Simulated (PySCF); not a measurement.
C3H4F2O.
InChI=1S/C3H4F2O/c4-3(5)1-6-2-3/h1-2H2

Computed with PBE0-D3(BJ)/def2-SVP geometry optimisation, gas phase (PySCF 2.14.0).

Take the most abundant isotopes and a rigid rotor. 

Give the principal moments of inertia and the rotational constants in cm⁻¹.

Ia = 84.85, Ib = 153.90, Ic = 164.84 u·Å²; 505379 MHz·u·Å²/I gives 5956, 3284 and 3066 MHz, that is A = 0.19867, B = 0.10954, C = 0.10227 cm⁻¹.

What kind of rotor is it?

An asymmetric top; Ray's κ = -0.849.

Is it planar, by Δ = Ic − Ia − Ib?

Not planar: Δ = Ic − Ia − Ib = -73.91 u·Å². For a rigid frame Δ = −2 Σ m c², so Σ m c² = 36.96 u·Å² lies off the ab plane: 11.18 from hydrogen and 25.77 from heavier atoms. The atom farthest from that plane is 1.67 Å away.

List the rotational levels J(Ka,Kc) to J = 4 (MHz).

Above 0(0,0):
J = 1: 1(0,1) 6350, 1(1,1) 9022, 1(1,0) 9240
J = 2: 2(0,2) 19036, 2(1,2) 21503, 2(1,1) 22157, 2(2,1) 30174, 2(2,0) 30187
J = 3: 3(0,3) 38034, 3(1,3) 40217, 3(1,2) 41525, 3(2,2) 49223, 3(2,1) 49286, 3(3,1) 63137, 3(3,0) 63137
J = 4: 4(0,4) 63307, 4(1,4) 65156, 4(1,3) 67332, 4(2,3) 74611, 4(2,2) 74800, 4(3,2) 88559, 4(3,1) 88563, 4(4,1) 108006, 4(4,0) 108006
The levels of one J sum to (2J + 1)J(J + 1)(A + B + C)/3.

Which lines would a microwave search look for?

The dipole components are |μa| = 0.16 D, |μb| = 0.00 D, |μc| = 0.00 D; the symmetry axis of this C2v structure is a, so μb and μc vanish by symmetry and there are no b-type or c-type lines. Some lines, for components of 0.1 D or more:

```json
{"type": "a", "branch": "Q", "J(Ka,Kc)": "2(1,1) ← 2(1,2)", "MHz": "654", "lower level (cm⁻¹)": "0.717"}
{"type": "a", "branch": "R", "J(Ka,Kc)": "1(0,1) ← 0(0,0)", "MHz": "6350", "lower level (cm⁻¹)": "0.000"}
{"type": "a", "branch": "R", "J(Ka,Kc)": "2(1,2) ← 1(1,1)", "MHz": "12481", "lower level (cm⁻¹)": "0.301"}
{"type": "a", "branch": "R", "J(Ka,Kc)": "2(0,2) ← 1(0,1)", "MHz": "12686", "lower level (cm⁻¹)": "0.212"}
{"type": "a", "branch": "R", "J(Ka,Kc)": "2(1,1) ← 1(1,0)", "MHz": "12917", "lower level (cm⁻¹)": "0.308"}
```

Estimate the classical rotational partition function at 10 K, 50 K and 298.15 K.

Point group C2v, symmetry number σ = 2; q = (√π/σ)·√((kT/h)³/(ABC)), k/h = 20836.6 MHz/K: 344 at 10 K, 3850 at 50 K, 56000 at 298.15 K.

No PBE0-D3(BJ)/def2-SVP frequencies stand behind this structure, so it isn't proved a minimum. No vibrational averaging or centrifugal distortion is included, and the geometry carries the error of its method.
